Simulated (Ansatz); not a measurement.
A basis-limit estimate, worked out

An elementary step of Si$_{2}$H$_{7}$F, singlet (Si₂H₆ ([SiH3][SiH3]) + HF → Si₂H₅F ([F][SiH2][SiH3]) + H₂; bonds formed: Si1–F7, H2–H6; bonds broken: Si1–H2, H6–F7). “Start” is the structure reached by relaxing down from the saddle towards the reactants; PBE0-D4/def2-TZVP structures. The saddle:

```tsv
atom	x (Å)	y (Å)	z (Å)
Si1	-0.8266	-0.1169	-0.3028
H2	-0.9156	-1.8020	-0.5023
H3	-1.5644	0.6349	-1.3412
H4	-1.8722	-0.3926	0.7404
Si5	0.9540	0.8523	0.8571
H6	-0.2347	-1.5838	-1.1364
F7	0.4576	-0.7207	-1.6711
H8	0.4286	1.7078	1.9543
H9	1.7689	-0.2402	1.4524
H10	1.8046	1.6613	-0.0505
```

Computed with Ansatz 0.2.0 (basis: def2-TZVPP and def2-QZVPP); correlated methods freeze the cores.

Energies in eV:

| quantity | saddle | start |
| --- | --- | --- |
| Hartree–Fock, triple zeta (X = 3) | -18540.47624 | -18542.63896 |
| Hartree–Fock, quadruple zeta (X = 4) | -18541.10911 | -18543.26046 |
| MP2 correlation, X = 3 | -15.30242 | -14.68652 |
| MP2 correlation, X = 4 | -16.54637 | -15.91153 |
| CCSD(T) correlation, X = 3 | -17.09067 | -16.54772 |

Work out the barrier at the basis limit: extrapolate Hartree–Fock as E(X) = E∞ + A exp(−7.88 √X) and the MP2 correlation as E(X) = E∞ + B X^−2.97 (the exponents that Neese and Valeev fitted for def2-TZVPP and QZVPP), then add CCSD(T) − MP2 in triple zeta.

Each step is linear, so take the differences first (saddle − start): Hartree–Fock 2.16272 (X = 3) and 2.15135 (X = 4); MP2 correlation -0.61590 and -0.63484; CCSD(T) correlation -0.54295.
Two points give E∞ = E(4) + w [E(4) − E(3)], with w = 1/(exp(7.88 (2 − √3)) − 1) = 0.1377 for Hartree–Fock and w = 1/((4/3)^2.97 − 1) = 0.7407 for the correlation.
Hartree–Fock: 2.15135 + 0.1377 × (-0.01137) = 2.1498 eV.
MP2 correlation: -0.63484 + 0.7407 × (-0.01894) = -0.6489 eV.
CCSD(T) − MP2: -0.54295 − (-0.61590) = 0.0729 eV.
Sum: 2.1498 + (-0.6489) + 0.0729 = 1.5738 eV, or 36.29 kcal/mol. Plain CCSD(T) in triple zeta gives 1.6198 eV, so the larger basis shifts the result by -0.0460 eV.

No T1 diagnostic of these runs exceeds 0.015.

Labels in which every atom is bracketed show which atoms are joined, not bond orders.

For scale, one of the runs: CCSD(T)/def2-TZVPP, 213 basis functions (an equivalent command: `ansatz run in.yaml --threads 4`). Hardware: 4 CPU threads, shared host. Wall time 78 s; peak host memory 2.9 GiB.
